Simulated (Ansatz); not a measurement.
System (SMILES): [C-]#[NH+] (C-NH).
Atoms: C1, N2, H3. Bonds: C1-N2, N2-H3.

Basis-set convergence of the optimised C1-N2 bond length at HF with Ansatz (a first-principles code). All functions are spherical. The program fits the integrals of some runs and decomposes those of others, by size. No added dispersion term, no relativity. Reference: the value in aug-pcseg-3, 1.1438 Å, itself unsure by roughly 0.0003 Å (its mean distance from aug-cc-pVQZ, def2-QZVPPD, pcseg-3). Deviations are taken from unrounded values.

```json
[
 {"basis": "cc-pVDZ", "functions": "33", "optimised C1-N2 bond length (Å)": "1.1563", "minus reference (Å)": "0.0125"},
 {"basis": "aug-cc-pVDZ", "functions": "55", "optimised C1-N2 bond length (Å)": "1.1555", "minus reference (Å)": "0.0118"},
 {"basis": "aug-pcseg-1", "functions": "55", "optimised C1-N2 bond length (Å)": "1.1504", "minus reference (Å)": "0.0067"},
 {"basis": "cc-pVTZ", "functions": "74", "optimised C1-N2 bond length (Å)": "1.1456", "minus reference (Å)": "0.0019"},
 {"basis": "jun-cc-pV(T+d)Z", "functions": "92", "optimised C1-N2 bond length (Å)": "1.1456", "minus reference (Å)": "0.0019"},
 {"basis": "aug-cc-pVTZ", "functions": "115", "optimised C1-N2 bond length (Å)": "1.1455", "minus reference (Å)": "0.0017"},
 {"basis": "aug-pcseg-2", "functions": "115", "optimised C1-N2 bond length (Å)": "1.1447", "minus reference (Å)": "0.0010"},
 {"basis": "cc-pVQZ", "functions": "140", "optimised C1-N2 bond length (Å)": "1.1441", "minus reference (Å)": "0.0004"},
 {"basis": "aug-cc-pVQZ", "functions": "206", "optimised C1-N2 bond length (Å)": "1.1442", "minus reference (Å)": "0.0005"},
 {"basis": "aug-pcseg-3", "functions": "219", "optimised C1-N2 bond length (Å)": "1.1438", "minus reference (Å)": "0.0000"}
]
```

The smallest set listed that lies within 0.005 Å of the reference with all its larger relatives (same family, alike in diffuse functions; a set with none counts only in the reference's own line) is cc-pVTZ (74 functions, 0.0019 Å off).
